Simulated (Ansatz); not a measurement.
**NHO+ (quartet): from Hartree-Fock to the top rungs, def2-TZVPP**

The task here is to estimate one member of a computed series from the others.

Program: Ansatz 0.2.0, Gaussian basis. Level of theory: def2-TZVPP, core rule «outside noble gas», up to 2 orbitals frozen. These are calculated values, not measurements.

The runs, in order: UHF; ROHF; CCSD(T) on UHF.

2 further runs of the same task are left out: 2 set aside as unsound or not needed.

## The system

The geometry is a PBE0/def2-TZVP stationary point (not a proven minimum) of the parent state, kept for this charge and spin.

3 atoms, charge 1, spin multiplicity 4.

Atoms are counted from 1 here; the program's logs count them from 0.

Bond lengths: N1–O2 1.213 Å, N1–H3 1.028 Å. Angles: O2–N1–H3 120.0°.

Set-up of the first run:

in.yaml

```yaml
crystal:
  periodic: [false, false, false]
  atoms:
    - {symbol: N, position_ang: [0.000000, -0.123149, 0.597204]}
    - {symbol: O, position_ang: [0.000000, 0.065186, -0.601149]}
    - {symbol: H, position_ang: [0.000000, 0.676603, 1.243294]}
basis:
  gaussian: {orbitals: def2-TZVPP}
total_charge: 1
magnetization: {spin_polarized: true, initial_magnetization: 3}
hamiltonian: {xc: hf}
output: {orbitals: {seedname: orbitals}}
```

Command:

```console
ansatz run in.yaml --threads 1 --pin off --events-out ev --progress --plain --max-ram 3968MiB --backend cpu
```

Among the steps run: UHF; ROHF; CCSD(T) on UHF.

One of the session's tables, all rows but one given; the rest of the session is left out.

It belongs to the step «Misses and costs». 

```
  method  from UCCSD(T) (kJ/mol)
    ROHF                       ?
     UHF                  +903.2
    UMP2                   +96.8
   UCCSD                   +27.2
UCCSD(T)                       0
```

Q: Estimate the row for ROHF from the others.

As computed: from UCCSD(T) (kJ/mol): +937.5. In the column «from UCCSD(T) (kJ/mol)» it is the highest.
